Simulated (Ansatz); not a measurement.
# Scan of the H8–S3–B2 angle

CH₅BS (SMILES CBS), closed shell, at its PBE0-D4/def2-TZVP minimum:

C1  (-0.633, 0.848, -0.266)
B2  (0.343, -0.362, -0.154)
S3  (0.598, -1.148, 1.424)
H4  (-1.414, 0.623, -1.001)
H5  (-0.097, 1.714, -0.670)
H6  (-1.113, 1.145, 0.668)
H7  (0.932, -0.785, -1.104)
H8  (1.476, -2.092, 1.047)
(Å)

The angle H8–S3–B2 (98.9° at the minimum) is set to the values below, H8, with anything bonded beyond it, turning rigidly in the plane of the angle. Each method's energies count from its own value at the PBE0-D4 minimum structure. Program: Ansatz 0.2.0. Basis: def2-TZVPP. Cores are frozen in the correlated methods. B3LYP uses VWN-RPA correlation.

CCSD(T) energies along the scan:
```json
{"angle (°)": "80.9", "CCSD(T) (kcal/mol)": "5.08"}
{"angle (°)": "85.4", "CCSD(T) (kcal/mol)": "2.81"}
{"angle (°)": "89.9", "CCSD(T) (kcal/mol)": "1.21"}
{"angle (°)": "94.4", "CCSD(T) (kcal/mol)": "0.28"}
{"angle (°)": "98.9", "CCSD(T) (kcal/mol)": "0.00"}
{"angle (°)": "103.4", "CCSD(T) (kcal/mol)": "0.36"}
{"angle (°)": "107.9", "CCSD(T) (kcal/mol)": "1.32"}
{"angle (°)": "112.4", "CCSD(T) (kcal/mol)": "2.86"}
{"angle (°)": "116.9", "CCSD(T) (kcal/mol)": "4.95"}
```
They count from the CCSD(T) energy at the PBE0-D4 minimum.

Minimum and curvature along this coordinate at CCSD(T): A fifth-order fit through the nearest points gives 98.6°, with a curvature of about 1.4 meV/deg².

Largest difference from the CCSD(T) curve over the scan: PBE0-D4 0.15; B3LYP-D4 0.55; wB97M-V 0.09; HF 2.14 kcal/mol. Each curve counts from its own value at the minimum.

No T1 diagnostic of these runs exceeds 0.014.

For scale, one of the runs: CCSD(T)/def2-TZVPP, 174 basis functions (an equivalent command: `ansatz run in.yaml --threads 2`). The run took 14 s on 2 CPU threads (shared host), with 1.5 GiB of host memory at its peak.
